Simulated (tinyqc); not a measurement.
The basis set: RHF and MP2 along a ladder of basis sets, for LiH, spin multiplicity 1. Computed by the program tinyqc with PySCF. Same geometry throughout; the dipole is taken about the origin.

Geometry (angstrom):
```
atom       x       y       z
Li    0.0000  0.0000  0.0000
H     0.0000  0.0000  1.3710
```

RHF and frozen-core MP2 in a ladder of bases:
```
basis    functions  E(RHF) (hartree)  E(MP2 corr) (hartree)  HOMO (eV)  LUMO (eV)  dipole (debye)
sto-3g           6          -7.85872               -0.01133     -8.252      2.166           4.819
3-21g           11          -7.91804               -0.01211     -8.441      0.207           5.441
6-31g           11          -7.96807               -0.01201     -8.497      0.380           5.496
6-31g**         19          -7.97039               -0.02085     -8.485      0.373           5.479
cc-pvdz         19          -7.97394               -0.02285     -8.496      0.141           5.523
cc-pvtz         44          -7.97761               -0.02766     -8.511      0.102           5.503
```

What does the comparison show, and why?

From cc-pVDZ to cc-pVTZ the RHF energy falls by 3.7 mhartree and the correlation energy by 4.8. If valence correlation converges as X^-3, (27 E(T) - 8 E(D))/19 gives -0.0297 hartree, a rough estimate from such small X that usually falls short; STO-3G holds about 38 % of it. Beyond STO-3G the LUMO moves by 0.3 eV and the HOMO by 0.1 eV.
